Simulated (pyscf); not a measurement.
## Four-centre exchange: H₃C–InH–CH₃ (SMILES [CH3][InH][CH3]) + HCl (SMILES Cl) -> CH₄ (SMILES C) + H₃C–InH–Cl (SMILES [CH3][InH][Cl])

Gas phase, singlet surface, charge 0. Bonds broken: C1–In2, Cl11–H12. Bonds formed: C1–H12, In2–Cl11. Structures and frequencies: ωB97X-D3(BJ)/def2-SVP in PySCF.

Transition state (Å):

```xyz
12

C     -1.9507     1.1616     0.5739
In     0.1467     0.4287    -0.0564
C      0.0556    -1.6439    -0.5801
H     -2.0546     1.9160    -0.2257
H     -2.6438     0.3290     0.3777
H     -2.3200     1.6838     1.4756
H      1.1693     1.7387    -0.4768
H     -0.6292    -1.7874    -1.4304
H      1.0442    -2.0385    -0.8553
H     -0.3312    -2.2132     0.2780
Cl     0.1574     0.4483     2.6580
H     -0.9243     0.8595     1.7611
```

One imaginary mode, 890i cm⁻¹; descent along it reached the two sides named, in the forms told below.

| bond | change | reactant side (Å) | saddle | product side |
|---|---|---|---|---|
| C1–In2 | breaks | 2.174 | 2.309 | 3.1 |
| Cl11–H12 | breaks | 1.287 | 1.464 | 2.9 |
| C1–H12 | forms | 2.8 | 1.598 | 1.102 |
| In2–Cl11 | forms | 2.9 | 2.7 | 2.374 |

Electronic energies relative to the separated reactants (kcal/mol):

```csv
level,barrier,reaction energy,reverse barrier
ωB97X-D3(BJ)/def2-TZVP,1.7,-42.2,43.9
PBE/def2-TZVP,0.1,-40.1,40.2
r²SCAN/def2-TZVP,-1.0,-42.1,41.1
B3LYP-D3(BJ)/def2-TZVP,2.8,-41.7,44.5
PBE0-D3(BJ)/def2-TZVP,0.5,-40.7,41.2
M06-2X/def2-TZVP,1.5,-42.9,44.4
ωB97M-D3(BJ)/def2-TZVP,4.8,-40.2,45.0
HF/def2-TZVP,18.6,-45.8,64.4
```

With ωB97M-D3(BJ)/def2-TZVP energies and thermal terms (ideal gas, 1 atm, RRHO with modes under 100 cm⁻¹ raised to 100, one conformer, R ln 2 for chiral ones without a mode under 150 cm⁻¹), in kcal/mol:

| T (K) | ΔH‡ | ΔG‡ | ΔH | ΔG |
|---|---|---|---|---|
| 298 | 4.0 | 14.2 | -38.0 | -37.2 |
| 600 | 3.9 | 24.7 | -38.8 | -36.2 |
| 900 | 4.3 | 35.1 | -39.5 | -34.7 |
| 1200 | 4.7 | 45.3 | -40.1 | -33.0 |

On the reactant side the descent ends in an adduct with a Cl–In contact, 7.0 kcal/mol under the separated species and 8.6 kcal/mol under the saddle at ωB97X-D3(BJ)/def2-TZVP. On the product side the descent ends in a complex (not fully relaxed), 4.2 kcal/mol under the separated species and 48.1 kcal/mol under the saddle at ωB97X-D3(BJ)/def2-TZVP. At r²SCAN the saddle lies under the separated reactants, which points to a path from their complex (located at ωB97X-D3(BJ) alone). What is counted as formed (Cl–In) is already present as a longer contact in the reactant adduct; forming that adduct is a step of its own. This is the saddle that the search found; another between the same sides may lie lower. Elements past Kr carry the def2 core potentials, without spin-orbit coupling.
